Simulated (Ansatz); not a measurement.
ClHOSi, SMILES `O[Si]Cl` from Hartree–Fock to CCSD(T)

```xyz
4

O     0.247    0.260    1.018
Si    1.034    0.013   -0.395
Cl   -0.570   -0.447   -1.687
H    -0.711    0.174    1.064
```

Charge 0, multiplicity 1. The structure was optimised at the PBE0-D4/def2-TZVP level. It is one conformer, not always the lowest. Frozen core, restricted reference, Ansatz 0.2.0. CBS rows extrapolate triple and quadruple zeta.

```tsv
basis	HF (Eh)	MP2 corr.	CCSD corr.	(T)	CCSD(T) total
def2-SVP	-823.64332	-0.39689	-0.42388	-0.01029	-824.07749
def2-TZVPP	-824.00825	-0.52770	-0.55420	-0.02301	-824.58546
def2-QZVPP	-824.03355	-0.57571	-0.59698	-0.02699	-824.65752
CBS(def2)	-824.03703	-0.61127	-0.62867	-0.02994	-824.69564
cc-pV(D+d)Z	-823.95758	-0.40423	-0.43218	-0.01121	-824.40097
cc-pV(T+d)Z	-824.01850	-0.52845	-0.55477	-0.02310	-824.59637
cc-pV(Q+d)Z	-824.03161	-0.57554	-0.59699	-0.02692	-824.65552
CBS(cc)	-824.03556	-0.60906	-0.62705	-0.02964	-824.69225
```
